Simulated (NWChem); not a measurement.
C₂H₃F; SMILES C=CF

Computed with NWChem. Coordinates come from a PBE0/def2-SVP optimisation. Gas-phase geometry, NWChem's default radii.

COSMO at M06-2X/def2-SVP gives an electrostatic solvation energy of -0.71 kcal/mol for ε = 1.5. Its surface charges are scaled by f = (ε − 1)/ε.

**Question.** Estimate the value for ε = 78.4 from the scaling alone and compare it with a run.

**Answer.** 
1. f = 0.3333 and 0.9872; their ratio is 2.962.
2. With a rigid solute density the energy is proportional to f: -0.71 × 2.962 = -2.10 kcal/mol.
3. The run gives -2.24 kcal/mol, 0.14 lower; the difference is the response of the solute's density to the stronger field.
